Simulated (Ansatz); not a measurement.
# Al2H (doublet): from Hartree-Fock to the top rungs at distance Al1–H3 = 1.737 Å, cc-pVDZ

How much of the correlation energy of Al2H (doublet) does each wave-function method recover here?

Method: cc-pVDZ, core rule «outside noble gas», up to 10 orbitals frozen; program: Ansatz 0.2.0, Gaussian basis.

To be run: UHF; CCSD(T) on ROHF; CCSD(T) on UHF; BCCD(T) on ROHF; CISD; CCSDT(Q) on ROHF; CCSDT(Q) on UHF; CASSCF and MRCISD+Q, 3 electrons in 3 orbitals; CASSCF and NEVPT2, 3 electrons in 3 orbitals; CASSCF and MRCISD+Q, 7 electrons in 9 orbitals; CASSCF and NEVPT2, 7 electrons in 9 orbitals.

15 further runs of the same task are left out: 13 that didn't finish, 2 set aside as unsound or not needed.

## (1) What is computed

The geometry derives from a PBE0/def2-TZVP stationary point (not a proven minimum). One bond is set to the value named and the two fragments are kept rigid.

3 atoms, charge 0, spin multiplicity 2.

Atoms are counted from 1 here; the program's logs count them from 0.

Bond lengths: Al1–Al2 2.677 Å, Al1–H3 1.737 Å. Angles: Al2–Al1–H3 180.0°.

Coordinates:

```xyz
3
charge 0, multiplicity 2
Al    0.00000    0.00000    0.31331
Al    0.00000    0.00000   -2.36362
H     0.00000    0.00000    2.05031
```

## (2) UHF

Input file in.yaml:

```yaml
crystal:
  periodic: [false, false, false]
  atoms:
    - {symbol: Al, position_ang: [0.000000, 0.000000, 0.313313]}
    - {symbol: Al, position_ang: [0.000000, 0.000000, -2.363625]}
    - {symbol: H, position_ang: [0.000000, 0.000000, 2.050313]}
basis:
  gaussian: {orbitals: cc-pVDZ}
magnetization: {spin_polarized: true, initial_magnetization: 1}
hamiltonian: {xc: hf}
output: {orbitals: {seedname: orbitals}}
```

Launch:

```console
> ansatz run in.yaml --threads 1 --pin off --events-out ev --progress --plain --max-ram 2393MiB
```

After this run come: CCSD(T) on ROHF; CCSD(T) on UHF; BCCD(T) on ROHF; CISD; CCSDT(Q) on ROHF; CCSDT(Q) on UHF; CASSCF and MRCISD+Q, 3 electrons in 3 orbitals; CASSCF and NEVPT2, 3 electrons in 3 orbitals; CASSCF and MRCISD+Q, 7 electrons in 9 orbitals; CASSCF and NEVPT2, 7 electrons in 9 orbitals.

Before running them: what should the planned runs give, taken together? Wanted: UCCSDT(Q) below the RHF energy; RMP2 from UCCSDT(Q); UMP2 from UCCSDT(Q); RCCSD from UCCSDT(Q); RCCSD(T) from UCCSDT(Q); UCCSD(T) from UCCSDT(Q); RCCSDT(Q) from UCCSDT(Q); MRCISD+Q pair from UCCSDT(Q); NEVPT2 valence from UCCSDT(Q).

The runs gave:

```
                         quantity                                                       value
   UCCSDT(Q) below the RHF energy                                                  -3.7519 eV
              RMP2 from UCCSDT(Q)                                                 +1093.9 meV
              UMP2 from UCCSDT(Q)                                                 +1113.9 meV
             RCCSD from UCCSDT(Q)                                                  +183.8 meV
          RCCSD(T) from UCCSDT(Q)                                                   +51.6 meV
          UCCSD(T) from UCCSDT(Q)                                                   +52.4 meV
         RCCSDT(Q) from UCCSDT(Q)                                                    +0.1 meV
     MRCISD+Q pair from UCCSDT(Q)                                                   -23.5 meV
    NEVPT2 valence from UCCSDT(Q)                                                  +554.8 meV
  MRCISD+Q valence from UCCSDT(Q)                                                    +0.5 meV
levels within 1 kcal/mol (43 meV)  RCCSDT, UCCSDT, RCCSDT(Q), MRCISD+Q pair, MRCISD+Q valence
                    T1 diagnostic                                                       0.024
   effectively unpaired electrons                                                        1.12
```

In words: RCCSD(T) lands +51.6 meV from the yardstick (1.4 % of the correlation energy). One determinant dominates. Of the multireference levels listed MRCISD+Q valence comes nearest in total energy (+0.5 meV), which doesn't show that its space is the better one. Coupled cluster took another determinant than the lowest Hartree-Fock one. These misses are within one basis, not against nature; the frozen cores of restricted and unrestricted runs differ, which can shift their rows.
